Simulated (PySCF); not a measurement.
Geometry:
```tsv
atom	x (Å)	y (Å)	z (Å)
C1	-0.305	-1.470	0.022
C2	-0.004	0.031	-0.067
C3	-0.708	0.766	1.079
C4	1.496	0.295	-0.054
C5	-0.615	0.535	-1.362
O6	-0.020	1.068	-2.257
H7	0.206	-2.029	-0.778
H8	-1.385	-1.672	-0.056
H9	0.040	-1.868	0.989
H10	-0.504	1.848	1.046
H11	-0.354	0.382	2.049
H12	-1.800	0.623	1.042
H13	1.992	-0.205	-0.898
H14	1.708	1.370	-0.140
H15	1.943	-0.074	0.882
H16	-1.725	0.366	-1.432
```

Level of theory: geometry from PBE0-D3(BJ)/def2-SVP, shieldings: GIAO PBE0/pcSseg-1, in PySCF 2.14.0 with density-fitted response routines (in vacuum, relativity neglected, equivalent nuclei averaged, single conformer).

Chemical shifts δ = σref − σ; 13C (σ = 184.41 ppm) and 1H (σ = 31.27 ppm) against TMS; H2O for 17O (σ = 334.56 ppm), all at this level.

| atoms | nucleus | count | δ (ppm) |
| --- | --- | --- | --- |
| C5 | 13C | 1 | ? |
| C1/C3/C4 | 13C | 3 | 24.3 |
| O6 | 17O | 1 | 669.3 |
| H7/H8/H9/H10/H11/H12/H13/H14/H15 | 1H | 9 | 0.97 |
| C2 | 13C | 1 | ? |
| H16 | 1H | 1 | 9.50 |

Complete the table.

## Answers


- C5: 209.4 ppm, aldehyde carbonyl carbon; low-lying n→π* states of the double bond to the heteroatom give a large paramagnetic term (-274 ppm)
- C2: 42.7 ppm, quaternary sp3 carbon α to a carbonyl; α to the electron-withdrawing carbonyl group

Shifts are as computed. Against solution values, carbons near 30 ppm lie about +2 ppm off and those near 130 ppm about +5 ppm. Of 1211 compounds with measured shifts, 218 miss one by over three times the rms of a fit or turn the order of signals round; such compounds aren't used in these exercises. Unscaled 17O shifts of doubly bonded oxygen tend to come out too high, by tens of ppm or more. Experimental scales use liquid or dissolved standards, which lie at an offset from isolated H2O (liquid H2O: subtract about 36 ppm).
